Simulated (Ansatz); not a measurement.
Reaction (hydrogenolysis of a C–F bond): `CNC(C)F` + H₂ → `CCNC` + H–F

Calculated with Ansatz (gas phase, PBE0-D4/def2-TZVP geometries, no zero-point term in ΔE). CCSD(T)/CBS is the MP2 limit (def2-TZVPP, def2-QZVPP) plus CCSD(T) − MP2 in def2-TZVPP, frozen cores. This one scheme is used for every species. One conformer a species, not always the lowest.

`CNC(C)F`:

Z-matrix (Å, degrees):
```
C
N 1 1.449
H 1 1.091 2 109.4
H 1 1.096 2 113.8 3 -121.9
H 1 1.093 2 109.1 3 117.4
C 2 1.403 1 116.1 3 -175.5
H 2 1.012 1 112.1 3 55.2
F 6 1.421 2 111.9 1 -60.4
C 6 1.505 2 112.5 1 179.0
H 6 1.095 2 108.8 1 54.4
H 9 1.093 6 110.1 2 57.6
H 9 1.090 6 110.2 2 177.0
H 9 1.090 6 110.2 2 -62.4
```

H₂:

```xyz
2

H    -0.220    0.204    0.222
H     0.220   -0.204   -0.222
```

`CCNC`:

```xyz
13

C    -1.764    0.595    0.002
C    -0.293    0.478   -0.333
N     0.368   -0.472    0.536
C     1.763   -0.662    0.213
H    -1.898    0.889    1.045
H    -2.253    1.335   -0.635
H    -2.278   -0.360   -0.147
H     0.196    1.450   -0.198
H    -0.173    0.221   -1.402
H    -0.119   -1.359    0.497
H     2.194   -1.428    0.861
H     1.946   -0.953   -0.836
H     2.310    0.268    0.394
```

H–F:

Cartesian coordinates in Å:
```
F 0.381 0.118 -0.230
H -0.381 -0.118 0.230
```

```tsv
species	CCSD/def2-TZVPP energy (Eh)
`CNC(C)F`	-273.28831
H₂	-1.17233
`CCNC`	-174.14332
H–F	-100.33828
```

(1) Work out ΔE.

Largest T1 diagnostic among the species: 0.010.

Results:

(1) ΔE = (-174.14332) + (-100.33828) − (-273.28831) − (-1.17233) = -0.02096 Eh = -55.0 kJ/mol. CCSD(T)/CBS gives -54.3 kJ/mol.

From PBE to PBE0 (25 % exact exchange), in def2-TZVPP and without D4, ΔE moves by −7.4 kJ/mol.
